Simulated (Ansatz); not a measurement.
`[OH][AlH2]` + CH₃OH → `C[O][AlH2]` + H₂O  (ligand exchange at the Al–O bond)

Gas-phase electronic energies from Ansatz, PBE0-D4/def2-TZVP geometries. CCSD(T)/CBS is the MP2 limit (def2-TZVPP, def2-QZVPP) plus CCSD(T) − MP2 in def2-TZVPP, frozen cores. This one scheme is used for every species. DFT in def2-TZVPP.

```
     species  BLYP-D4 energy (Eh)
`[OH][AlH2]`           -319.53112
       CH₃OH           -115.73842
`C[O][AlH2]`           -358.82000
         H₂O            -76.44924
```

Work out ΔE.

ΔE = (-358.82000) + (-76.44924) − (-319.53112) − (-115.73842) = 0.00030 Eh = +0.8 kJ/mol. CCSD(T)/CBS gives +0.9 kJ/mol.

Largest T1 diagnostic among the species: 0.012.

The D4 term adds −3.4 kJ/mol with B3LYP and −1.9 kJ/mol with PBE0; it sums over pairs of atoms, weighted by their polarisabilities, and B3LYP, whose exchange is more repulsive, gets the larger term. Leaving LDA and LC-ωPBE aside and taking each functional with its dispersion term where it has one, the values, not all of them listed here, spread over 2.5 kJ/mol, from BLYP-D4 to B2PLYP.

B3LYP here is the variant with VWN-RPA as its local correlation; programs differ in this.
